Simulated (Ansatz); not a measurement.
Results of PBE-D3(BJ) in Ansatz (plane waves, PAW) for fcc Cu.

Settings: plane-wave cutoff 520 eV, 26×26×26 k mesh, Fermi–Dirac smearing 0.05 eV, no spin polarisation, scalar-relativistic PAW data made under PBE.

The volume scan:

```
V (Å³/atom)  E − E_lowest (meV/atom)  P (GPa)
-----------  -----------------------  -------
10.628                         23.94    12.03
10.854                         10.20     7.53
11.080                          2.44     3.54
11.306                          0.00     0.00
11.532                          2.26    -3.14
11.758                          8.70    -5.92
11.984                         18.83    -8.39
```

Estimate the bulk modulus from the pressures at 11.080 and 11.532 Å³/atom, and compare it with a fit to all energies.

B = −V dP/dV. Between V = 11.080 and 11.532 Å³/atom, dP/dV = (-3.14 − (3.54))/(11.532 − 11.080) = -14.8 GPa per Å³/atom; at the midpoint 11.306 Å³/atom this gives B ≈ 167 GPa. The third-order Birch–Murnaghan fit gives V0 = 11.306 Å³/atom, B0 = 167 GPa, B′ = 5.0, which lies within 1 % of that estimate.

Measured, for comparison: bulk modulus 144 GPa (0 K value with the zero-point phonon effect removed, our sources range from 140 to 145; as tabulated in Mejia-Rodriguez and Trickey (2018), arXiv:1807.09216); equilibrium volume per atom 11.62 Å³/atom (low-temperature or extrapolated to 0 K; zero-point anharmonic expansion removed; as tabulated in Csonka et al. (2009), arXiv:0903.4037). Computed (rounded) less measured: bulk modulus +16 % (+15 % to +19 % over the range), equilibrium volume per atom -2.7 %.

The computed numbers hold no vibrational or temperature effects.

It cost very roughly 50 core-seconds of CPU time.

Ansatz is a program for electronic structure.
